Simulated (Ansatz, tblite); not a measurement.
Spin states of the cluster Li3⁺ (the lowest singlet isomer of a short search), each relaxed with r2SCAN/def2-TZVP in Ansatz. Electronic energies in the gas phase.

The xTB rows come from tblite. LC-ωPBE has ω = 0.4 bohr⁻¹. Correlated methods freeze no core orbitals; core or outer-core shells of Li are correlated, in sets that lack core-valence functions. The structure comes from a short search, and lower isomers may exist.

Singlet geometry (D3h within 0.1 Å):

```xyz
3

Li    0.121    1.406    1.054
Li   -1.262   -1.198    0.272
Li    1.141   -0.208   -1.326
```

Triplet geometry (D∞h within 0.1 Å):

```xyz
3

Li   -3.1356   -0.6195    0.4031
Li    0.0000    0.0002    0.0005
Li    3.1356    0.6193   -0.4037
```

⟨S²⟩: triplet 2.00 at PBE0/def2-TZVP (pure 2.00).

Run but left out: HF/STO-3G (singlet: restricted singlet, unstable in another Hartree–Fock run and untested here); HF/def2-TZVPP (singlet: restricted singlet, unstable towards broken spin symmetry).

The quintet was relaxed too but is left out (at the level of its geometry, an occupied level 0.00 eV above an empty one); at PBE0/def2-TZVP it lies 56.44 eV above the lowest shown. The triplet has other bonds than the singlet, so the gap mixes isomer and spin.

```tsv
level	triplet − singlet (kJ/mol)	lowest of these	remarks
GFN2-xTB	177.7	singlet	–
PBE/def2-TZVP	82.0	singlet	–
r2SCAN/def2-TZVP	65.8	singlet	–
ωB97M-V/def2-TZVP	120.9	singlet	–
MP2/def2-TZVPP	51.8	singlet	restricted SCF unstable (singlet)
CCSD(T)/def2-TZVPP	75.4	singlet	restricted SCF unstable (singlet)
```

(1) Estimate the rows for r2SCANh/def2-TZVP, PBE0/def2-TZVP, LC-ωPBE/def2-TZVP, PBE-QIDH/def2-TZVP, MP2/def2-TZVP, CCSD/def2-TZVPP.

Results:

(1) 
```
             level  triplet − singlet (kJ/mol)  lowest of these                            remarks
 r2SCANh/def2-TZVP                        66.7          singlet                                  –
    PBE0/def2-TZVP                        78.2          singlet                                  –
 LC-ωPBE/def2-TZVP                        71.5          singlet                                  –
PBE-QIDH/def2-TZVP                        65.7          singlet                                  –
     MP2/def2-TZVP                        42.2          singlet                                  –
   CCSD/def2-TZVPP                        74.4          singlet  restricted SCF unstable (singlet)
```

The xTB methods have no term that favours high spin, so they put low spin too low.
